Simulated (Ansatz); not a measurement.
Ansatz (an electronic-structure program) input (B3LYP/6-31G*):

Ansatz 0.2 input:
```yaml
crystal:
  periodic: [false, false, false]
  atoms:
    - {symbol: C, position_ang: [0.00051747, -0.00134836, 0.56655356]}
    - {symbol: F, position_ang: [-0.01653142, 1.27419577, -0.12285401]}
    - {symbol: F, position_ang: [1.11132233, -0.62242902, -0.12839800]}
    - {symbol: F, position_ang: [-1.09513589, -0.65086784, -0.12645036]}
basis:
  gaussian:
    orbitals: 6-31G*
hamiltonian:
  xc: {name: B3LYP}
total_charge: -1
phonons: {temperatures: {t_min: 298.15, t_max: 298.15, t_step: 100}}
```

Which harmonic wavenumbers does it give?

431, 431, 589, 779, 779, 1028 cm⁻¹ (unscaled; negative means imaginary).
